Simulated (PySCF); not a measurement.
Compound: C3H6O (charge +1 and doublet state).
Geometry (GFN2-xTB, Å), atoms numbered from 1 in this order:
```
atom  x, y, z in Å
C1     1.2395   -0.1447   -0.0404
C2    -0.0338    0.6450   -0.2927
C3    -1.2152   -0.1844    0.1843
O4    -0.0956    1.7136   -0.7721
H5     1.5190    0.0293    1.0030
H6     1.1096   -1.2131   -0.2000
H7     2.0074    0.2612   -0.7052
H8    -1.9789    0.5194    0.5288
H9    -0.9604   -0.8960    0.9654
H10   -1.5828   -0.7258   -0.6937
```

The hyperfine couplings belong to this conformer and change with its torsions.

The species is `C(C)(C)=[O+]` [radical] (charge +1).

Computed with UKS B3LYP, pcH-1 on C H O, non-relativistic, mean-field spin-orbit, GIAO in PySCF. Geometry: GFN2-xTB; no solvent, vibrations or thermal averaging. Couplings are sensitive to structure, and on GFN2-xTB geometries they can be far from those on DFT ones, by a factor of two or more for some ions and for spin on atoms past the first row. Stability of the SCF solution: not tested.

Principal values of hyperfine tensors in MHz (contact and dipolar terms together), for some of the nuclei:

| atom | isotope | A1 | A2 | A3 |
| --- | --- | --- | --- | --- |
| C2 | 13C | -100.87 | -77.10 | -59.69 |
| C1 | 13C | 40.80 | 41.63 | 102.91 |
| O4 | 17O | -244.09 | 55.81 | 72.67 |
| H7 | 1H | -4.75 | 7.73 | 15.07 |
| H9 | 1H | -14.58 | -6.81 | 6.72 |
| H6 | 1H | -14.21 | -6.70 | 6.87 |
| H8 | 1H | -5.79 | 5.84 | 13.83 |
| H5 | 1H | -11.98 | -4.74 | 7.87 |

(1) Split each tensor into its isotropic and traceless parts, and turn a_iso into mT with g = 2.0036.

(2) What spin density at the nucleus of C2 lies behind its contact coupling (g_N = 1.40482)?

(3) C3 (13C, g_N = 1.40482) isn't in the table. Its spin density at the nucleus is 0.05429 bohr⁻³. What is its contact coupling?

(4) Name the largest traceless tensor T of the table and describe it.

(5) In a single crystal, with the field along each principal axis of the tensor of C1 in turn, what first-order splitting does this nucleus give (isotropic g, quadrupole terms neglected)?

Results:

(1) a_iso = (A1 + A2 + A3)/3, Ti = Ai − a_iso; 1 mT corresponds to 28.042 MHz.

```
atom  a_iso (MHz)  a_iso (mT)       T1      T2      T3
  C2       -79.22      -2.825   -21.65    2.12   19.53
  C1        61.78       2.203   -20.98  -20.15   41.13
  O4       -38.54      -1.374  -205.55   94.35  111.21
  H7         6.02       0.215   -10.77    1.72    9.05
  H9        -4.89      -0.174    -9.69   -1.92   11.61
  H6        -4.68      -0.167    -9.53   -2.02   11.55
  H8         4.63       0.165   -10.41    1.21    9.20
  H5        -2.95      -0.105    -9.03   -1.79   10.82
```

(2) a_FC = (2μ0/3) gₑ μB g_N μN ρ(0)/(2S·h) = 800.24 MHz × g_N × ρ(0)/(2S), with ρ in bohr⁻³. With a_FC = -79.22 MHz and 2S = 1, ρ(0) = -0.07047 bohr⁻³.

(3) By the same relation, a_FC = 61.0 MHz. Its full tensor has the principal values 39.96, 41.01, 102.11 MHz.

(4) O4: -205.6, 94.3, 111.2 MHz, rhombic: the two smaller values differ by 8 % of the largest.

(5) 2 lines (I = 1/2), spaced by |A_i|/(g × 13.996): 1.45, 1.48, 3.67 mT along the axes of A1, A2 and A3.

On an Arm Neoverse V1 with one thread, no GPU (shared host), this took 13 s wall (with the writing of density and orbital grids) and 0.57 GiB of memory at its peak.
